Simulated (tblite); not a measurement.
C3H7O (charge -1).
SMILES with atom numbers: `[CH3:1][CH2:2][CH2:3][O-:4]` (hydrogens: H5, H6, H7 on C1; H8, H9 on C2; H10, H11 on C3)

Computed with GFN2-xTB (tblite), gas phase: Langevin dynamics at 600 K from the optimised GFN2-xTB geometry, time step 0.5 fs, friction 0.01 fs⁻¹, 2000 steps. The instantaneous temperature is 2·E(kin)/(3Nk) with all 3N coordinates.

```tsv
t (fs)	T (K)	E(pot) above start (eV)	C1–C2 (Å)	C2–C3 (Å)	C3–O4 (Å)	C1–H5 (Å)	C1–C2–C3–O4 (°)
0	526	0.000	1.521	1.580	1.297	1.090	180
50	478	0.541	1.529	1.574	1.284	1.061	152
100	395	0.362	1.549	1.622	1.299	1.087	138
150	489	0.480	1.542	1.516	1.397	1.085	155
200	488	0.626	1.521	1.726	1.290	1.139	176
250	536	0.328	1.530	1.633	1.304	1.102	-171
300	760	0.414	1.536	1.623	1.264	1.106	-148
350	729	1.079	1.632	1.627	1.256	1.102	-156
400	834	0.755	1.493	1.679	1.259	1.039	161
450	609	0.773	1.497	1.541	1.289	1.189	176
500	955	0.832	1.563	1.522	1.259	1.166	173
550	603	1.262	1.508	1.623	1.331	1.013	-179
600	643	0.716	1.553	1.552	1.361	1.150	179
650	728	0.629	1.548	1.658	1.315	1.149	-156
700	522	1.039	1.505	1.625	1.256	1.030	-157
750	685	0.936	1.552	1.593	1.251	1.114	-174
800	881	0.358	1.524	1.618	1.329	1.105	176
850	548	0.763	1.521	1.541	1.306	1.032	178
900	545	0.801	1.515	1.618	1.282	1.214	-168
950	768	0.780	1.497	1.588	1.296	1.108	-173
1000	579	0.806	1.513	1.624	1.279	1.040	-164
```

**Question.** From 500 fs on, how do temperature and potential energy compare with equipartition?

**Answer.** The mean temperature of these 11 frames is 678 K against the target 600 K, and the mean potential energy 0.81 eV against 27 × kT/2 = 0.70 eV for 27 classical harmonic modes. For 11 atoms in a canonical ensemble the temperature itself scatters by T·√(2/(3N)) = 148 K; here its standard deviation is 136 K. The whole run lasts only 10 friction times of 100 fs, so these averages carry a wide statistical error.

**Question.** What are the kinetic and total energies of the listed frame with the highest potential energy?

**Answer.** The one at 550 fs, 1.262 eV above the start. Its kinetic energy is 3NkT/2 = 0.857 eV at 603 K, so the sum is 2.12 eV; over the listed frames the sum runs from 0.75 to 2.19 eV, since the thermostat adds and removes energy.

**Question.** How much do the listed bonds fluctuate from 500 fs on?

**Answer.** 
| bond | at the start (Å) | mean (Å) | standard deviation (Å) |
| --- | --- | --- | --- |
| C1–C2 | 1.521 | 1.527 | 0.022 |
| C2–C3 | 1.580 | 1.597 | 0.040 |
| C3–O4 | 1.297 | 1.297 | 0.034 |
| C1–H5 | 1.090 | 1.102 | 0.063 |

The motion is classical and holds no zero-point motion.

What follows is the cost of the whole dynamics run. On an Intel Xeon Platinum 8488C with one thread, shared host with 192 logical CPUs at a one-minute load of 104, this took 7.5 s and 0.18 GiB of memory at its peak.
